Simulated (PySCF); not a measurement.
# Core-level binding energies of `C=C/C=C(\C)F`

C5H7F.
Z-matrix (Å and degrees, PBE0-D3(BJ)/def2-SVP geometry), rows numbered from 1:
```
C 
C   1  1.3414
C   2  1.4489  1  124.14
C   3  1.3420  2  125.93  1   179.95
C   4  1.4827  3  129.94  2    -0.16
F   4  1.3399  3  118.20  2  -179.96
H   1  1.0942  2  121.39  3    -0.18
H   1  1.0920  2  121.36  3   179.75
H   2  1.0956  1  118.42  3  -179.86
H   3  1.0943  2  117.85  1    -0.03
H   5  1.0958  4  112.08  3     2.56
H   5  1.1018  4  109.90  3   123.66
H   5  1.1021  4  110.09  3  -118.61
```

Computed with delta-SCF UKS SCAN, pcX-2 on the ionised atom, pcseg-1 elsewhere, spin-free X2C in PySCF 2.14.0. Vertical ΔSCF values, vacuum level as zero.

Q: List the computed XPS lines with their assignment.

A: 
```
atom(s)           environment  level  binding energy (eV)  above the level's lowest (eV)  count
     C1  terminal =CH2 carbon   C 1s               289.78                           0.00      1
     C3      alkene CH carbon   C 1s               290.40                          +0.62      1
     C2      alkene CH carbon   C 1s               290.74                          +0.96      1
     C5        allylic carbon   C 1s               291.30                          +1.52      1
     C4    vinylic C–F carbon   C 1s               292.44                          +2.66      1
     F6        vinyl fluorine   F 1s               692.73                           0.00      1
```

The listed C 1s values span 2.66 eV, from C1 (bonded to C (double bond) and 2 H) to C4 (bonded to F, C (double bond) and C). Summing the Pauling electronegativity differences to the bonded atoms, each weighted by its formal bond order, gives -0.70 for the lowest site and +1.43 for the highest; no listed site has a larger sum than the highest. The smallest sum, -1.05, belongs to C5, 1.52 eV above the lowest.

Q: What is the longest wavelength that can ionise C 1s of C2 vertically?

A: λ = hc/E = 12398.42 eV Å / 290.74 eV = 42.644 Å.

Spin contamination (⟨S²⟩ against 0.75 for a pure doublet) is marked for C 1s of C2 (0.89) and C 1s of C4 (0.86), which makes these values less certain. Isolated species at its PBE0-D3(BJ)/def2-SVP geometry (one conformer only).

The run took 60 s of wall time on one thread, Arm Neoverse V1, shared host.
